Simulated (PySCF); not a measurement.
**Working out the ionisation energy of F**

F [He] 2s2 2p5 (2P) → F⁺ [He] 2s2 2p4 (3P). Computed with PySCF 2.14 in jorge-DZP-DKH (4s2p1d, 15 functions), with scalar relativity by spin-free X2C-1e. Frozen: 1s2. Energies in hartree (1 hartree = 27.21139 eV):

```csv
part,F (lower),F⁺ (upper)
UHF,-99.483874,-98.907506
CCSD correlation,-0.143526,-0.103459
(T),-0.001656,-0.000882
```

Question: What does Hartree-Fock give?

Answer: (-98.907506) − (-99.483874) = 0.576368 hartree = 15.684 eV.

Question: What do CCSD and CCSD(T) give?

Answer: The CCSD correlation energies differ by 0.040067 hartree = 1.090 eV and the triples by 0.000774 hartree = 0.021 eV, so CCSD gives 16.774 eV and CCSD(T) 16.795 eV.

Measured between the centres of the two terms (NIST): 17.427 eV, so CCSD(T) (valence) is off by -0.632 eV.

A double-zeta basis recovers only part of the correlation energy.

What remains against the reference includes basis incompleteness, the frozen core and higher excitations.
